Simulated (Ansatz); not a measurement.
What does this script print? It uses Ansatz 0.2.0, Python API.

Script `neb_ch5fsi.py`:
```python
'''Barrier to internal rotation of CH5FSi by a nudged elastic band.'''

import warnings

import ansatz as az
import numpy as np

warnings.simplefilter('ignore', az.DeckWarning)

mol = (
    az.Crystal.molecule()
    .atom('F', (-0.6811, -0.5384, -1.6778))
    .atom('C', (-0.5155, 0.4193, -0.7042))
    .atom('Si', (0.4183, -0.3467, 0.6491))
    .atom('H', (-1.4149, 0.7875, -0.3678))
    .atom('H', (0.0218, 1.259, -1.1692))
    .atom('H', (0.6927, 0.6613, 1.7424))
    .atom('H', (1.8088, -0.8232, 0.204))
    .atom('H', (-0.2378, -1.4759, 1.2676))
)

model = (
    mol.calculation()
    .basis(gaussian='def2-SVP')
    .functional('hf')
)
symbols = [site.symbol for site in mol.cartesian_sites]
start = np.array([site.position_ang for site in mol.cartesian_sites], dtype=float)
r = model.relax(force_tolerance=0.005).run(threads=1, pin='off').report
end = np.array(r['positions_ang'])

# the end point is the same minimum with the three like atoms permuted
first, second, third = [5, 6, 7]
turned = end.copy()
turned[[first, second, third]] = end[[second, third, first]]
listed = lambda xyz: [{'symbol': s, 'position_ang': p.tolist()} for s, p in zip(symbols, xyz)]
deck = model.input().to_dict()
deck['crystal']['atoms'] = listed(end)
deck['neb'] = {'final_atoms': listed(turned), 'images': 3, 'initial_path': 'idpp', 'f_tol': 0.03, 'max_iterations': 40}
rounds = []
band = az.Session.from_dict(deck).plan().execute(on_event=lambda e: rounds.append(e['data']) if e['event'] == 'neb_iteration' else None)
for each in rounds:
    print(f'round {each["iteration"]:2d}  largest band force {each["band_force_max_ev_ang"]:.4f} eV/A')
images = rounds[-1]['images']
for image in images:
    print(f's = {image["path_coordinate_ang"]:6.3f} A   {(image["lagrangian_ev"] - images[0]["lagrangian_ev"]):8.3f} eV')
```

```console
$ python neb_ch5fsi.py
round  1  largest band force 1.1869 eV/A
round  2  largest band force 0.4046 eV/A
round  3  largest band force 0.0781 eV/A
round  4  largest band force 0.0122 eV/A
s =  0.000 A      0.000 eV
s =  0.788 A      0.050 eV
s =  1.577 A      0.099 eV
s =  2.360 A      0.050 eV
s =  3.144 A      0.000 eV
```

Caveats:
- The settings weren't tested for convergence.
- The energies are electronic: no zero-point or thermal terms, and the basis set is short of its limit.
- Hardware and time: 34 s on 1 thread of Arm Neoverse V1, with other jobs on the host, peak memory 0.2 GiB.

(Lines on the test bed's own set-up are left out of the output.)
